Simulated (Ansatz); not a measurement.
## Ansatz (development build ahead of 0.2.0) run

```yaml
crystal:
  periodic: [false, false, false]
  atoms:
    - { symbol: C, position_ang: [0.00914, 0.00376, -0.50951] }
    - { symbol: O, position_ang: [0.00014, 0.00354, 0.77203] }
    - { symbol: H, position_ang: [2.0e-05, -1.02323, -1.07453] }
    - { symbol: H, position_ang: [-0.9017, 0.51249, -1.07036] }
    - { symbol: H, position_ang: [0.89172, 0.50547, -1.06584] }
basis:
  gaussian: { orbitals: def2-TZVP }
total_charge: -1
hamiltonian:
  xc: hf
correlation:
  method: mp2
  frozen_orbitals: { C: 1, H: 0, O: 1 }
```

The input is written out in the form of the current development build from the run's settings.

Output:

| Property | Result |
| --- | --- |
| Converged | yes |
| Reference energy | -114.44784 hartree |
| Correlation energy | -0.42940 hartree |
| Total energy | -114.87724 hartree |
| Spin squared of the determinant | 0.000 |

Caution: no diffuse functions for an anion.
